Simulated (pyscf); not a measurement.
## Addition across a multiple bond or ene-type step: H₂Si=P–Ga [singlet] + H₂ → H₃Si–PH–Ga [singlet]

Gas phase, singlet surface, charge 0. Bonds broken: H3–H4. Bonds formed: P1–H3, H4–Si5. Optimised with ωB97X-D3(BJ)/def2-SVP in PySCF.

Transition state (Å):

```xyz
7

P      0.9518     1.0735    -0.9799
Ga     0.4732    -1.5454    -1.2264
H     -0.4798     0.1547    -0.9115
H     -1.1356    -0.8110    -0.8352
Si     0.4533     1.2284     0.9984
H      1.0869     2.1617     1.9672
H     -0.5787     0.3799     1.6652
```

One imaginary mode, 1307i cm⁻¹; descent along it reached the two sides named.

```json
[
 {"bond": "H3–H4", "change": "breaks", "reactant side (Å)": "0.761", "saddle": "1.170", "product side": "3.4"},
 {"bond": "P1–H3", "change": "forms", "reactant side (Å)": "3.3", "saddle": "1.702", "product side": "1.434"},
 {"bond": "H4–Si5", "change": "forms", "reactant side (Å)": "4.9", "saddle": "3.2", "product side": "1.514"}
]
```

Electronic energies relative to the separated reactants (kJ/mol):

| level | barrier | reaction energy | reverse barrier |
|---|---|---|---|
| ωB97X-D3(BJ)/def2-TZVP | 135.2 | -146.0 | 281.2 |
| PBE/def2-TZVP | 88.6 | -125.9 | 214.6 |
| r²SCAN/def2-TZVP | 94.5 | -132.6 | 227.1 |
| B3LYP-D3(BJ)/def2-TZVP | 109.7 | -131.5 | 241.2 |
| PBE0-D3(BJ)/def2-TZVP | 97.3 | -143.5 | 240.8 |
| M06-2X/def2-TZVP | 123.9 | -129.2 | 253.1 |
| ωB97M-D3(BJ)/def2-TZVP | 115.8 | -141.8 | 257.5 |
| HF/def2-TZVP | 171.3 | -148.8 | 320.1 |

With ωB97M-D3(BJ)/def2-TZVP energies and thermal terms (ideal gas, 1 atm, RRHO with modes under 100 cm⁻¹ raised to 100, one conformer, R ln 2 for chiral ones without a mode under 150 cm⁻¹), in kJ/mol:

```
T (K)    ΔH‡    ΔG‡      ΔH     ΔG
-----  -----  -----  ------  -----
298    112.4  145.8  -131.0  -97.9
600    109.5  181.2  -132.8  -63.5
900    109.8  217.0  -131.9  -28.9
1200   111.2  252.6  -129.4   +5.1
```

At the saddle there is also a short Ga–H contact that neither side keeps, so another atom assists the step. One saddle was located; it need not be the lowest between these sides. Elements up to Kr have no core potential and no relativistic terms here.
